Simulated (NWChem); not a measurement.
# SiH₂, singlet; SMILES [SiH2]

```xyz
3

Si     0.0000     0.0000     0.1341
H      1.0961     0.0000    -0.9390
H     -1.0961     0.0000    -0.9390
```
Atoms are numbered in this order, from 1.

Low-valent species are run as closed-shell singlets; no triplet was tried in these runs. Geometry: optimised at PBE0/def2-SVP.

Symmetry labels are those of C2v in the frame above (b1 and b2, or b-type labels, depend on it). States above −ε(HOMO) = 6.8 eV lie in this functional's continuum and hang on the basis.

List the 4 lowest vertical singlet excitations from PBE0/def2-SVPD, TDA (NWChem).


```
state  energy (eV)  oscillator strength  symmetry  leading excitation (squared amplitude)
-----  -----------  -------------------  --------  --------------------------------------
S1            2.48                0.023        b2                      HOMO → LUMO (0.98)
S2            4.35                0.000        a2                    HOMO−1 → LUMO (1.00)
S3            6.41                0.193        a1                    HOMO → LUMO+1 (0.99)
S4            7.16                0.275        b1                    HOMO → LUMO+2 (0.90)
```
